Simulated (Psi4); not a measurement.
# BH3S (SMILES BS), step by step

Wanted: a geometry optimisation (PBEh-3c/def2-mSVP), then vibrational wavenumbers, then the energy (DLPNO-CCSD(T)/cc-pVTZ) of BH3S. 

The results are computed with Psi4 1.11.

## (1) The molecule

BH3S has 5 atoms, charge 0, and is taken as a singlet. As SMILES, `BS`. The shape is that of a PBE0-D4/def2-TZVP optimisation. The run starts from this shape.

Bond lengths: B1–S2 1.765 Å, B1–H3 1.192 Å, B1–H4 1.190 Å, S2–H5 1.344 Å. Angles: B1–S2–H5 99.2°, S2–B1–H3 115.8°, S2–B1–H4 121.4°, H3–B1–H4 122.7°.

## (2) A structure relaxation at PBEh-3c/def2-mSVP (density fitting) (run 1)

bh3s.py reads:

```python
import psi4

psi4.set_memory(1600000000)
psi4.set_num_threads(1)
psi4.set_output_file('run.log', False)

m = psi4.geometry("""
0 1
B
S 1 1.764677
H 1 1.191687 2 115.80877
H 1 1.190266 3 122.74425 2 179.99835
H 2 1.344277 1 99.24392 4 0.00094
""")

psi4.set_options({
    'geom_maxiter': 60,
})

e, wfn = psi4.optimize('pbeh-3c', return_wfn=True)
print(f'pbeh-3c energy: {e:.10f} Eh')
m.save_xyz_file('final.xyz', False)
```

Launch:

```console
python bh3s.py
```

run.log (excerpt; [...] marks lines left out):

```text
[...]
  Running in c1 symmetry.
[...]
  Nuclear repulsion =   43.070545708620287
[...]
  Multiplicity = 1
[...]
  Nalpha       = 12
  Nbeta        = 12
[...]
    Number of basis functions: 39
[...]
   @DF-RKS iter   0:  -424.33643929020718   -4.24336e+02   4.63819e-05
[...]
   @DF-RKS iter   7:  -424.33643931928134    4.54747e-13   3.06781e-09 DIIS
[...]
    Orbital Energies [Eh]
    ---------------------
    Doubly Occupied:
       1A    -89.598384     2A     -8.241415     3A     -6.989443
       4A     -6.131557     5A     -6.127324     6A     -6.126063
       7A     -0.839108     8A     -0.574484     9A     -0.484296
      10A     -0.412214    11A     -0.373211    12A     -0.341447
[...]
  @DF-RKS Final Energy:  -424.33643931928134
   => Energetics <=
    Nuclear Repulsion Energy =             43.0309659898858143
    One-Electron Energy =                -669.7502029484986679
    Two-Electron Energy =                 220.2575596733324232
    DFT Exchange-Correlation Energy =     -17.8779894442422602
    Empirical Dispersion Energy =           0.0032274102413452
    VV10 Nonlocal Energy =                  0.0000000000000000
    Total Energy =                       -424.3364393192813964
[...]
 Multipole Moments:
 ------------------------------------------------------------------------------------
     Multipole            Electronic (a.u.)      Nuclear  (a.u.)        Total (a.u.)
 ------------------------------------------------------------------------------------
 L = 1.  Multiply by 2.5417464519 to convert [e a0] to [Debye]
 Dipole X            :         -0.0044916            0.0046950            0.0002035
 Dipole Y            :          0.7070068           -1.1356783           -0.4286715
 Dipole Z            :          1.5435398           -1.5097931            0.0337467
 Magnitude           :                                                    0.4299978
[...]
  -Total Gradient:
     Atom            X                  Y                   Z
    ------   -----------------  -----------------  -----------------
       1       -0.000214055288    -0.000004007568    -0.000121346305
       2        0.000041575863    -0.000003594511     0.000065924658
       3        0.000085619003    -0.000019883757     0.000045373178
       4        0.000077080879     0.000009610562     0.000023945614
       5        0.000009914022     0.000022230142    -0.000013931544
[...]
    Final optimized geometry and variables:
    Molecular point group: c1
    Full point group: C1
    Geometry (in Angstrom), charge = 0, multiplicity = 1:
    B
    S             1    1.768669
    H             1    1.187519      2  116.362396
    H             1    1.187561      3  122.031484      2 -179.824937
    H             2    1.339733      1   99.878778      4   -0.080365
```

Standard output:

```text
Optimizer: Optimization complete!
pbeh-3c energy: -424.3364393193 Eh
```

Wall time 13 s (1 thread of AMD EPYC 7B13 (Zen 3), shared host); peak memory 0.35 GiB.

Step by step:

```
step  energy from the first frame kept (eV)  largest force (eV/Å)
   0                                 0.0000                0.2052
   1                                -0.0015                0.0402
   2                                -0.0016                0.0181
   3                                -0.0016                0.0127
```

After the run. Bond lengths: B1–S2 1.769 Å, B1–H3 1.188 Å, B1–H4 1.188 Å, S2–H5 1.340 Å. Angles: B1–S2–H5 99.9°, S2–B1–H3 116.4°, S2–B1–H4 121.6°, H3–B1–H4 122.0°.

## (3) Vibrational wavenumbers at PBEh-3c/def2-mSVP (density fitting) (run 2)

bh3s.xyz reads:

```xyz
5
BH3S
B     -0.392965    -0.423776     0.088615
S      0.162088     1.237875    -0.154334
H     -1.558163    -0.570040     0.265021
H      0.361581    -1.340669     0.072240
H      1.474023     1.020509    -0.317013
```

job.py reads:

```python
import psi4

psi4.set_memory('1600 MB')
psi4.set_num_threads(1)
psi4.set_output_file('output.dat', False)

with open('bh3s.xyz') as f:
    atoms = ''.join(f.readlines()[2:])
molecule = psi4.geometry('0 1\n' + atoms + '')

options = {'t': 400.0, 'rotational_symmetry_number': 1}
psi4.set_options(options)

e = psi4.frequency("pbeh-3c", molecule=molecule)
print('E =', round(e, 9))
for k, v in sorted(psi4.core.scalar_variables().items()):
    print(f'{k:45s} {v:18.10f}')
```

Launch:

```console
python job.py
```

output.dat (excerpt; [...] marks lines left out):

```text
[...]
  Running in c1 symmetry.
[...]
  Nuclear repulsion =   43.030958648785543
[...]
  Multiplicity = 1
[...]
  Nalpha       = 12
  Nbeta        = 12
[...]
    Number of basis functions: 39
[...]
   @DF-RKS iter   1:  -424.28906562337687   -3.79221e-01   6.45141e-03 DIIS/ADIIS
[...]
   @DF-RKS iter  10:  -424.33643931492577   -9.09495e-13   2.07734e-09 DIIS
[...]
  @DF-RKS Final Energy:  -424.33643931492577
   => Energetics <=
    Nuclear Repulsion Energy =             43.0295451782192302
    One-Electron Energy =                -669.7473494685126525
    Two-Electron Energy =                 220.2560845206169233
    DFT Exchange-Correlation Energy =     -17.8779470086789019
    Empirical Dispersion Energy =           0.0032274634296551
    VV10 Nonlocal Energy =                  0.0000000000000000
    Total Energy =                       -424.3364393149257694
[...]
  -Total Gradient:
     Atom            X                  Y                   Z
    ------   -----------------  -----------------  -----------------
       1       -0.000010791922    -0.000102363588     0.000106637431
       2       -0.000082524708     0.000085008711     0.000048433198
       3        0.000027310634     0.000016662130    -0.000082777346
       4       -0.000024641205     0.000022529605    -0.000000629255
       5        0.000086571402    -0.000020443198    -0.000071192479
[...]
  ==> Harmonic Vibrational Analysis <==
[...]
  Freq [cm^-1]                 675.5670            710.0135            849.0609
[...]
  IR activ [km/mol]            10.8531             10.9623             32.1693
[...]
  Freq [cm^-1]                 972.3907           1012.5543           1239.6028
[...]
  IR activ [km/mol]            15.7908              0.2956             49.6844
[...]
  Freq [cm^-1]                2693.5995           2765.2794           2802.0991
[...]
  IR activ [km/mol]            88.4022              1.3006             95.8331
[...]
  Total E_0, Enthalpy at 0 [K]                                                         -424.30518248 [Eh]
[...]
  Total H, Enthalpy at  400.00 [K]                                                     -424.29902362 [Eh]
[...]
  Total G, Gibbs energy at  400.00 [K]                                                 -424.33856622 [Eh]
[...]
```

Standard output:

```text
E = -424.336439319
CURRENT ENERGY                                   -424.3364393186
CURRENT REFERENCE ENERGY                         -424.3364393186
DD SOLVATION ENERGY                                 0.0000000000
DFT FUNCTIONAL TOTAL ENERGY                      -424.3396667284
DFT TOTAL ENERGY                                 -424.3364393186
DFT VV10 ENERGY                                     0.0000000000
DFT XC ENERGY                                     -17.8779893364
DISPERSION CORRECTION ENERGY                       -0.0012198744
ENTHALPY                                         -424.2990236165
ENTHALPY CORRECTION                                 0.0374157021
FINDIF NUMBER                                      25.0000000000
GIBBS FREE ENERGY                                -424.3385662246
GIBBS FREE ENERGY CORRECTION                       -0.0021269060
GRID ELECTRONS ALPHA                               12.0000024391
GRID ELECTRONS BETA                                12.0000024391
GRID ELECTRONS TOTAL                               24.0000048782
NUCLEAR REPULSION ENERGY                           43.0309586488
ONE-ELECTRON ENERGY                              -669.7501881970
PBEH3C DISPERSION CORRECTION ENERGY                -0.0012198744
PCM POLARIZATION ENERGY                             0.0000000000
PE ENERGY                                           0.0000000000
SCF ITERATION ENERGY                             -424.3364393186
SCF ITERATIONS                                     10.0000000000
SCF TOTAL ENERGY                                 -424.3364393186
THERMAL ENERGY                                   -424.3002903407
THERMAL ENERGY CORRECTION                           0.0361489780
TWO-ELECTRON ENERGY                               220.2575521562
ZERO K ENTHALPY                                  -424.3051824781
ZPVE                                                0.0312568405
```

Run time: 66 s. Hardware: 1 thread of AMD EPYC 7B13 (Zen 3), shared host; peak memory 0.34 GiB.

## (4) A single-point energy at DLPNO-CCSD(T)/cc-pVTZ (density fitting, density fitting for correlation) (run 3)

bh3s.dat reads:

```
memory 1.6 GB

molecule mol {
  0 1
  B     -0.74259623    -0.80082058     0.16745808
  S      0.30630193     2.33924473    -0.29164899
  H     -2.94450133    -1.07721948     0.50081711
  H      0.68328906    -2.53349723     0.13651382
  H      2.78549977     1.92848252    -0.59906775
  units bohr
  symmetry c1
}

set {
  basis       cc-pVTZ
  scf_type    df
  freeze_core true
}

E, wfn = energy("dlpno-ccsd(t)", return_wfn=True)
print_variables()
```

Launch:

```console
psi4 -n 1 bh3s.dat bh3s.out
```

bh3s.out (excerpt; [...] marks lines left out):

```text
[...]
  Running in c1 symmetry.
[...]
  Nuclear repulsion =   43.030958628123734
[...]
  Multiplicity = 1
[...]
  Nalpha       = 12
  Nbeta        = 12
[...]
    Number of basis functions: 106
[...]
   @DF-RHF iter   1:  -423.96527065980234   -5.39379e-01   1.88840e-03 ADIIS/DIIS
[...]
    Orbital Energies [Eh]
    ---------------------
    Doubly Occupied:
       1A    -91.962573     2A     -8.967263     3A     -7.627962
       4A     -6.648492     5A     -6.647341     6A     -6.647135
       7A     -0.993316     8A     -0.689787     9A     -0.577060
      10A     -0.501559    11A     -0.453057    12A     -0.404929
[...]
  @DF-RHF Final Energy:  -424.00095121601174
   => Energetics <=
    Nuclear Repulsion Energy =             43.0309586281237344
    One-Electron Energy =                -669.8228692812399458
    Two-Electron Energy =                 202.7909594371045046
    Total Energy =                       -424.0009512160117424
[...]
 Multipole Moments:
 ------------------------------------------------------------------------------------
     Multipole            Electronic (a.u.)      Nuclear  (a.u.)        Total (a.u.)
 ------------------------------------------------------------------------------------
 L = 1.  Multiply by 2.5417464519 to convert [e a0] to [Debye]
 Dipole X            :         -0.2719222            0.5925883            0.3206661
 Dipole Y            :          1.6265845           -1.7915575           -0.1649730
 Dipole Z            :         -0.1197869            0.0917842           -0.0280027
 Magnitude           :                                                    0.3617001
[...]
   * WARNING: This answer will likely vary from one obtained by a energy('dlpno-mp2') call
                due to lack of a semi-canonical MP2 prescreening step in DLPNO-MP2, as well
[...]
  @LCCSD(T) iter   3:  -0.012941961562 -5.271e-07  4.343e-08        6
[...]
  "DLPNO PNO TRUNCATION ERROR"      =>      -0.000343120857
  "DLPNO SC-LMP2 PAIR ENERGY"       =>       0.000000000000
[...]
```

Wall time 43 s (1 thread of AMD EPYC 7B13 (Zen 3), shared host); peak memory 0.52 GiB.

## (5) What came out

```
                                                                        quantity             value
                               run 1, PBEh-3c/def2-mSVP: total energy at the end     -424.33644 Eh
                                         run 1, PBEh-3c/def2-mSVP: dipole moment            1.09 D
                                           run 1, PBEh-3c/def2-mSVP: HOMO energy          -9.29 eV
                                           run 1, PBEh-3c/def2-mSVP: LUMO energy          -0.59 eV
                                         run 1, PBEh-3c/def2-mSVP: HOMO–LUMO gap           8.70 eV
                            run 2, PBEh-3c/def2-mSVP: lowest harmonic wavenumber          676 cm⁻¹
                           run 2, PBEh-3c/def2-mSVP: highest harmonic wavenumber         2802 cm⁻¹
                                     run 2, PBEh-3c/def2-mSVP: zero-point energy       82.1 kJ/mol
run 2, PBEh-3c/def2-mSVP: ideal-gas entropy at 400 K (symmetry number 1 as used)  62.0 cal/(mol K)
                                      run 3, DLPNO-CCSD(T)/cc-pVTZ: total energy     -424.33322 Eh
               run 3, DLPNO-CCSD(T)/cc-pVTZ: HOMO energy (Hartree–Fock orbitals)         -11.02 eV
               run 3, DLPNO-CCSD(T)/cc-pVTZ: LUMO energy (Hartree–Fock orbitals)           2.20 eV
             run 3, DLPNO-CCSD(T)/cc-pVTZ: HOMO–LUMO gap (Hartree–Fock orbitals)          13.22 eV
       run 3, DLPNO-CCSD(T)/cc-pVTZ: correlation energy (6 core orbitals frozen)        -332.3 mEh
                                    run 3, DLPNO-CCSD(T)/cc-pVTZ: (T) correction        -12.99 mEh
                                     run 3, DLPNO-CCSD(T)/cc-pVTZ: T1 diagnostic             0.014
```

**Reading.** The optimisation (run 1, PBEh-3c/def2-mSVP) took 4 steps and changed the energy by -0.002 eV. All 9 modes (run 2, PBEh-3c/def2-mSVP) are real, so the shape is a minimum at this level. The triples (run 3, DLPNO-CCSD(T)/cc-pVTZ) make up 3.9 % of the correlation energy.
